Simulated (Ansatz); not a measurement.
Basis sets compared for (H3Si)2O (Si2OH6). Charge 0, multiplicity 1. Geometry r2SCAN-D4/def2-TZVP. Ansatz on 4 threads of Intel Xeon Platinum 8259CL on a shared host; times are rough, and most runs start from earlier orbitals.

Cartesian coordinates in Å:
```
Si -1.347 0.321 0.735
H -0.921 1.282 1.784
H -2.281 -0.669 1.318
H -2.028 1.067 -0.354
O -0.049 -0.484 0.147
Si 1.340 -0.395 -0.712
H 1.996 -1.722 -0.671
H 1.047 -0.027 -2.121
H 2.245 0.627 -0.126
```

Binding counts from free atoms (Si triplet, H doublet, O triplet) in the same basis, without a counterpoise term.

```
                            level  functions  energy (Eh)  HOMO (eV)  LUMO (eV)  binding per atom (eV)  wall time
                        HF/STO-3G         29    -648.5638      -8.33      11.77                   3.11     0.15 s
                         HF/6-31G         47    -656.1108     -11.93       3.33                   2.07     0.25 s
                     HF/def2-TZVP        141    -656.3659     -12.28       2.85                   2.57     0.65 s
                  PBE-D4/def2-SVP         80    -657.2311      -7.17      -0.60                   3.25     0.65 s
                 PBE-D4/def2-TZVP        141    -657.5416      -7.32      -1.09                   3.29     0.95 s
r2SCAN-D4/def2-TZVP (with forces)        141    -657.8447      -7.68      -0.67                   3.34        2 s
                 PBE0-D4/def2-SVP         80    -657.2998      -8.64       0.31                   3.23      0.7 s
                PBE0-D4/def2-TZVP        141    -657.6079      -8.74      -0.22                   3.28      1.1 s
```

(1) Estimate the rows for PBE-D4/def2-TZVPD, r2SCAN-D4/def2-TZVPD, PBE0-D4/def2-TZVPD.

## Answers

(1) 
```
               level  functions  energy (Eh)  HOMO (eV)  LUMO (eV)  binding per atom (eV)  wall time
   PBE-D4/def2-TZVPD        180    -657.5426      -7.34      -1.25                   3.29      1.5 s
r2SCAN-D4/def2-TZVPD        180    -657.8453      -7.69      -0.77                   3.34      2.2 s
  PBE0-D4/def2-TZVPD        180    -657.6086      -8.75      -0.42                   3.28      1.8 s
```
